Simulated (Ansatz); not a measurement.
# SiP (quartet): the correlation ladder at distance Si1–P2 = 2.861 Å, 6-31G

How much of the correlation energy of SiP (quartet) does each wave-function method recover here?

The runs use Ansatz 0.2.0, Gaussian basis; 6-31G, core rule «outside noble gas», up to 10 orbitals frozen.

Plan: UHF; CCSD(T) on ROHF; CCSD(T) on UHF; BCCD(T) on ROHF; CISD; CCSDT(Q) on ROHF; CCSDT(Q) on UHF; CISDTQ; CCSDTQ on ROHF; CCSDTQ on UHF; CASSCF and MRCISD+Q, 5 electrons in 5 orbitals; CASSCF and NEVPT2, 5 electrons in 5 orbitals; CASSCF and MRCISD+Q, 9 electrons in 8 orbitals; CASSCF and NEVPT2, 9 electrons in 8 orbitals; Full CI.

26 further runs of the same task are left out: 20 that didn't finish, 6 set aside as unsound or not needed.

**1. What is computed**

The geometry derives from a PBE0/def2-TZVP stationary point (not a proven minimum). One bond is set to the value named and the two fragments are kept rigid.

2 atoms, charge 0, spin multiplicity 4.

Atoms are counted from 1 here; the program's logs count them from 0.

No contacts short enough for the rule that draws bonds.

**2. UHF**

File in.yaml:

```yaml
crystal:
  periodic: [false, false, false]
  atoms:
    - {symbol: Si, position_ang: [0.000000, 0.000000, 0.000000]}
    - {symbol: P, position_ang: [0.000000, 0.000000, 2.861000]}
basis:
  gaussian: {orbitals: 6-31G}
magnetization: {spin_polarized: true, initial_magnetization: 3}
hamiltonian: {xc: hf}
output: {orbitals: {seedname: orbitals}}
```

The run is started by

```sh
> ansatz run in.yaml --threads 1 --pin off --events-out ev --progress --plain --max-ram 2393MiB
```

After this run come: CCSD(T) on ROHF; CCSD(T) on UHF; BCCD(T) on ROHF; CISD; CCSDT(Q) on ROHF; CCSDT(Q) on UHF; CISDTQ; CCSDTQ on ROHF; CCSDTQ on UHF; CASSCF and MRCISD+Q, 5 electrons in 5 orbitals; CASSCF and NEVPT2, 5 electrons in 5 orbitals; CASSCF and MRCISD+Q, 9 electrons in 8 orbitals; CASSCF and NEVPT2, 9 electrons in 8 orbitals; Full CI.

**Question.** What will the summary of the whole plan be? Wanted: FCI below the RHF energy; RMP2 from FCI; UMP2 from FCI; RCCSD from FCI; RCCSD(T) from FCI; UCCSD(T) from FCI; RCCSDT(Q) from FCI; UCCSDT(Q) from FCI; NEVPT2 pair from FCI.

The runs gave:

| quantity | value |
| --- | --- |
| FCI below the RHF energy | -2.2612 eV |
| RMP2 from FCI | +774.5 meV |
| UMP2 from FCI | +904.8 meV |
| RCCSD from FCI | +90.2 meV |
| RCCSD(T) from FCI | +34.2 meV |
| UCCSD(T) from FCI | +33.4 meV |
| RCCSDT(Q) from FCI | +1.5 meV |
| UCCSDT(Q) from FCI | +0.5 meV |
| NEVPT2 pair from FCI | +485.6 meV |
| NEVPT2 valence from FCI | +294.7 meV |
| MRCISD+Q valence from FCI | +8.2 meV |
| levels within 1 kcal/mol (43 meV) | RCCSD(T), UCCSD(T), BCCD(T), RCCSDT, UCCSDT, CISDTQ, RCCSDT(Q), UCCSDT(Q), RCCSDTQ, UCCSDTQ, MRCISD valence, MRCISD+Q valence |
| T1 diagnostic | 0.031 |
| effectively unpaired electrons | 3.21 |

In words: RCCSD(T) misses by +34.2 meV, 1.5 % of the correlation energy. The occupations show some static correlation. Of the multireference levels listed MRCISD+Q valence comes nearest in total energy (+8.2 meV), which doesn't show that its space is the better one. These misses are within one basis, not against nature; the frozen cores of restricted and unrestricted runs differ, which can shift their rows.
